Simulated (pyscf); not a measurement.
Single points on ωB97X-D3(BJ)/def2-SVP structures (PySCF, gas phase). Correlated levels are frozen-core, on RHF or UHF. ΔMP2 is the change of the MP2 total energy from the triple- to the quadruple-zeta basis.

Question: `[O]=[B][OH]` + `[FH]` → `[OH2]` + `[O]=[B][F]`
Surface: singlet. Broken: B–O, F–H. Formed: H–O, B–F. Give ΔE‡ and ΔE from CCSD(T)/def2-TZVPP + ΔMP2(QZVPP), relative to the separated reactants.

Answer: ΔE‡ = 23.9 kcal/mol, ΔE = -1.1 kcal/mol. Zero-point energy shifts the barrier by +1.0 kcal/mol. It is a four-centre exchange, with an imaginary mode of 1183i cm⁻¹. On the product side the descent ends in an adduct with a B–O contact, 8.8 kcal/mol under the separated species and 30.6 kcal/mol under the saddle at ωB97X-D3(BJ)/def2-TZVP. What is counted as broken (B–O) persists as a longer contact in the product adduct; parting that adduct is a step of its own. At ωB97X-D3(BJ) the barrier from the zero used here is 21.0 kcal/mol. The same reactants have a lower exit, to HO–B(OH)–F (barrier +3.4 kcal/mol at ωB97M-D3(BJ), against +20.6 kcal/mol here). One saddle was located; it need not be the lowest between these sides. The CCSD(T) − MP2 part came from Ansatz, without density fitting, on the same reference.
